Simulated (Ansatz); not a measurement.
# SiH₄ (singlet): wave-function methods side by side at distance H1–H2 along a hydrogen transfer = 0.840 Å, cc-pVTZ

One table from this session's results is given with a row withheld; the runs are named, their logs left out.

Computed with Ansatz 0.2.0, Gaussian basis. Level: cc-pVTZ, core rule «outside noble gas», up to 5 orbitals frozen.

The runs, in order: UHF; CCSD(T) on RHF; CCSD(T) on UHF; BCCD(T) on RHF; CISD; CCSDT(Q) on RHF; CASSCF and NEVPT2, 8 electrons in 8 orbitals.

4 further runs of the same task are left out: 4 that didn't finish.

### The system

The geometry derives from fragments relaxed apart (PBE0/def2-TZVP) and kept rigid, so it is no stationary point. A hydrogen atom is moved between rigid fragments.

5 atoms, charge 0, spin multiplicity 1.

Atoms are counted from 1 here; the program's logs count them from 0.

Bond lengths: H1–H2 0.840 Å, H2–Si3 1.676 Å, Si3–H4 1.526 Å, Si3–H5 1.526 Å. Angles: H1–H2–Si3 180.0°, H2–Si3–H4 113.7°, H2–Si3–H5 113.7°, H4–Si3–H5 91.2°.

The first run:

File in.yaml:

```yaml
crystal:
  periodic: [false, false, false]
  atoms:
    - {symbol: H, position_ang: [-2.422866, 0.054876, 0.000000]}
    - {symbol: H, position_ang: [-1.582866, 0.054876, 0.000000]}
    - {symbol: Si, position_ang: [0.093134, 0.054876, 0.000000]}
    - {symbol: H, position_ang: [0.705314, -0.819409, 1.090012]}
    - {symbol: H, position_ang: [0.705314, -0.819409, -1.090012]}
basis:
  gaussian: {orbitals: cc-pVTZ}
magnetization: {spin_polarized: true, initial_magnetization: 0}
hamiltonian: {xc: hf}
output: {orbitals: {seedname: orbitals}}
```

On the command line:

```
ansatz run in.yaml --threads 1 --pin off --events-out ev --progress --plain --max-ram 2393MiB
```

Steps of the session up to this table: UHF; CCSD(T) on RHF; CCSD(T) on UHF; BCCD(T) on RHF; CISD; CCSDT(Q) on RHF; CASSCF and NEVPT2, 8 electrons in 8 orbitals.

One of the session's tables, all rows but one given; the rest of the session is left out.

It belongs to the step «Misses and costs». 

```
        method  from RCCSDT(Q) (kJ/mol)
           RHF                   +513.3
           UHF                   +496.0
          RMP2                   +109.5
          UMP2                   +130.4
          CISD                    +51.7
         RCCSD                    +18.8
         UCCSD                    +22.9
      RCCSD(T)                     +3.6
      UCCSD(T)                        ?
       BCCD(T)                     +3.6
        RCCSDT                     +0.7
     RCCSDT(Q)                        0
CASSCF valence                   +320.0
NEVPT2 valence                    +95.7
```

Q: Estimate the row for UCCSD(T) from the others.

As computed: from RCCSDT(Q) (kJ/mol): +6.1. In the column «from RCCSDT(Q) (kJ/mol)» it lies between BCCD(T) (+3.6) and RCCSD (+18.8).

Caveats from the session: The determinant is far from a pure spin state, so its energy mixes those of several spin states (harmless only where they are near-degenerate, as at dissociation). Warnings: restricted reference is unstable; spin contamination. Restricted and unrestricted rows rest on different reference determinants; where their highest levels disagree by more than a few hundredths of an eV, they describe different states and don't form one ladder.
